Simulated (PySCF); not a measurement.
# Isomers of C3H4: computed energies against enthalpies of formation

**The experiment to reproduce.**

Active Thermochemical Tables 1.112 lists, for the gas at 0 K: enthalpy of formation of `C#CC` 192.89 ± 0.37 kJ/mol; enthalpy of formation of `C=C=C` (allene) 197.65 ± 0.36 kJ/mol.

The results are set against them at the end.

Differences of these values give the isomerisation enthalpies. Geometries: PBE0-D3(BJ)/def2-TZVP; runs in PySCF, gas phase, with a dispersion term only where the level names one. Total electronic energies (Eh):

```
SMILES  PBE0-D3(BJ)/def2-TZVP  B97-2/pcSseg-2  KT3/pcSseg-2  PBE0/pcSseg-2  CAM-B3LYP/aug-cc-pVTZ  PBE0/aug-cc-pVTZ
  C#CC             -116.54981      -116.65513    -118.62505     -116.54825             -116.62810        -116.54616
 C=C=C             -116.55267      -116.65780    -118.63046     -116.55083             -116.62925        -116.54878
```

Geometry of `C#CC` (Å):
```
atom  x, y, z in Å
C1     1.700    0.095   -0.092
C2     0.503    0.027   -0.033
C3    -0.942   -0.060    0.040
H4     2.761    0.155   -0.144
H5    -1.319   -0.834   -0.632
H6    -1.403    0.889   -0.244
H7    -1.266   -0.303    1.054
```

Geometry of `C=C=C` (Å):
```
atom  x, y, z in Å
C1    -1.2801   -0.1434    0.1212
C2     0.0054   -0.0033   -0.0052
C3     1.2909    0.1348   -0.1328
H4    -1.9703    0.4305   -0.4883
H5    -1.7006   -0.8380    0.8405
H6     1.8539   -0.4764   -0.8302
H7     1.8383    0.8652    0.4536
```

Zero-point and thermal terms are left out, so the computed numbers are electronic energies.

## Comparison

Relative to `C#CC`, the lowest by measurement, in kJ/mol (measured: enthalpies at 0 K; computed: electronic energies):

```tsv
SMILES	measured	PBE0-D3(BJ)/def2-TZVP	B97-2/pcSseg-2	KT3/pcSseg-2	PBE0/pcSseg-2	CAM-B3LYP/aug-cc-pVTZ	PBE0/aug-cc-pVTZ
C#CC	0.0	0.0	0.0	0.0	0.0	0.0	0.0
C=C=C	4.8	-7.5	-7.0	-14.2	-6.8	-3.0	-6.9
```

Measured values: 192.89 kJ/mol (0 K; Active Thermochemical Tables 1.112) for the first row; the others come from the same table. Unsigned miss: CAM-B3LYP/aug-cc-pVTZ 7.8, PBE0/pcSseg-2 11.6, PBE0/aug-cc-pVTZ 11.7, B97-2/pcSseg-2 11.8, PBE0-D3(BJ)/def2-TZVP 12.3, KT3/pcSseg-2 19.0 kJ/mol. PBE0-D3(BJ)/def2-TZVP, B97-2/pcSseg-2, KT3/pcSseg-2, PBE0/pcSseg-2, CAM-B3LYP/aug-cc-pVTZ and PBE0/aug-cc-pVTZ put another isomer lowest. Where a level misses, the cause wasn't examined.
